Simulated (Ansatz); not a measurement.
The input, for Ansatz 0.2.0:

```yaml
crystal:
  periodic: [false, false, false]
  atoms:
    - {symbol: B, position_ang: [0.000000, 0.000000, 0.000000]}
    - {symbol: H, position_ang: [-0.015583, 0.861426, 0.849833]}
    - {symbol: H, position_ang: [-0.021323, -0.849967, 0.861171]}
    - {symbol: H, position_ang: [0.021323, 0.849967, -0.861171]}
    - {symbol: H, position_ang: [0.015583, -0.861426, -0.849833]}
basis:
  gaussian: {orbitals: cc-pVDZ}
total_charge: 1
correlation: {method: fci, electrons: outside_noble_gas}
```

```sh
$ ansatz run in.yaml --threads 1 --pin off --events-out ev --progress --plain --max-ram 2176MiB
```

Log:

```
650 factors; integrals over basis functions are off by at most 2.0e-7 eV
mean field evaluation 1: about -722.2028 eV, gradient 1.1e1 eV
mean field evaluation 2: about -722.2025 eV, gradient 1.1e1 eV
mean field evaluation 4: about -722.5697 eV, gradient 2.9e-1 eV
mean field evaluation 8: about -722.5701 eV, gradient 6.1e-7 eV
mean field -722.57011800 eV, -26.5539620608 hartree, gradient 7.2e-7 eV, S^2 0.000000; 0 other end points of the search recorded, 0 dependent functions left out
1 core orbitals not correlated: weight in the atoms' cores, before any rotation towards them, 1.000 or more for the frozen orbitals, at most 0.000 for the correlated occupied ones
reference -722.57011800 eV, -26.5539620608 hartree; 3, 3 occupied and 30, 30 virtual orbitals, 650 factors
state -726.27546456 eV, -26.6901310353 hartree
Total energy: -726.27546456 eV, -26.6901310353 hartree
```

Ran on 1 thread of Arm Neoverse V1, shared host: 16 s wall, 0.4 GiB peak host memory.
